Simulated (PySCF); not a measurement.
An excited-state job on 1,2,3-butatriene, `C=C=C=C`.

Method: TDDFT PBE0/def2-SVPD, vertical, gas phase, core orbitals frozen in the response (PySCF 2.14.0, density-fitted response routines). Geometry: GFN2-xTB. A driver script takes a list of jobs; this job's settings line and coordinates (Å) are shown.

Input:
```
{"job": {"kind": "uv", "xc": "PBE0", "basis": "def2-SVPD", "nstates": 8, "ntriplets": 3}, "charge": 0, "multiplicity": 1}
C      1.887391    -0.305839     0.330873
C      0.615251    -0.095360     0.116171
C     -0.611830     0.102457    -0.085437
C     -1.885100     0.308251    -0.298133
H      2.229129    -0.866812     1.186533
H      2.643622     0.072536    -0.338751
H     -2.230840     0.867251    -1.153529
H     -2.638567    -0.073070     0.373189
```

**Question.** What does the run print?

**Answer.** 
```
coarse grid: 6824 points
cycle   1  E = -154.3796639864  dE =  4.944e-01  |g| = 2.377e-01  |ddm| = 1.150e+01
cycle   2  E = -154.3828120914  dE = -3.148e-03  |g| = 2.202e-01  |ddm| = 1.564e+00
cycle   3  E = -154.3971837711  dE = -1.437e-02  |g| = 5.511e-02  |ddm| = 5.628e-01
cycle   4  E = -154.3979083161  dE = -7.245e-04  |g| = 1.806e-02  |ddm| = 9.801e-02
cycle   5  E = -154.3979913337  dE = -8.302e-05  |g| = 4.715e-04  |ddm| = 2.683e-02
cycle   6  E = -154.3979914012  dE = -6.750e-08  |g| = 1.189e-04  |ddm| = 4.672e-03
final grid: 66320 points
cycle   7  E = -154.4239888997  dE = -1.380e-05  |g| = 4.331e-03  |ddm| = 7.812e-02
cycle   8  E = -154.4239903253  dE = -1.426e-06  |g| = 3.799e-03  |ddm| = 2.895e-02
cycle   9  E = -154.4239943422  dE = -4.017e-06  |g| = 3.230e-04  |ddm| = 9.532e-03
cycle  10  E = -154.4239943687  dE = -2.648e-08  |g| = 1.316e-04  |ddm| = 6.122e-04
cycle  11  E = -154.4239943737  dE = -4.999e-09  |g| = 3.676e-05  |ddm| = 2.520e-04
cycle  12  E = -154.4239943741  dE = -3.496e-10  |g| = 1.095e-05  |ddm| = 9.249e-05
converged SCF energy = -154.4239943741

Static polarisability (au): isotropic 56.899, principal 31.218 34.929 104.550

Singlet excitations
state   eV       nm        f      main configurations
  1   4.0584    305.5   0.00000   H-1->L 1.00
  2   5.4684    226.7   0.39976   H->L 0.89, H-1->L+1 0.10
  3   6.0080    206.4   0.00000   H->L+1 0.99
  4   6.8096    182.1   0.00000   H->L+2 0.99
  5   7.1507    173.4   0.00172   H-1->L+2 0.98
  6   7.4139    167.2   0.05294   H->L+3 0.99
  7   7.7203    160.6   0.00000   H-2->L 0.92
  8   7.8268    158.4   0.00016   H-1->L+3 0.99

Triplet excitations (Tamm-Dancoff, eV): 2.7270 3.7031 5.0277
```

The SCF starts on a coarse grid where the log names one; the energy can jump when the final grid takes over, and dE then counts from the start density on the new grid. H and L stand for HOMO and LUMO; the number after each pair is its weight.

**Question.** Which computed singlet has the largest oscillator strength, and what do all of them sum to?

**Answer.** State 2 at 5.47 eV (227 nm), f = 0.400; the 8 states sum to 0.455.

**Question.** Give the mean polarisability as a volume in Å³, and the ratio of the largest to the smallest principal value.

**Answer.** 56.899 au × 0.148185 = 8.43 Å³; 104.550/31.218 = 3.35.

Main results: HOMO -7.12 eV, LUMO -1.61 eV; lowest singlet 4.06 eV; lowest triplet 2.73 eV (Tamm–Dancoff); mean polarisability 56.9 au.

**Question.** How long does this job take on one thread of an x86-64 server, no GPU, on a shared host?

**Answer.** About 6.4 s.
Labels such as C1 count atoms from 1, the log's own numbers from 0.
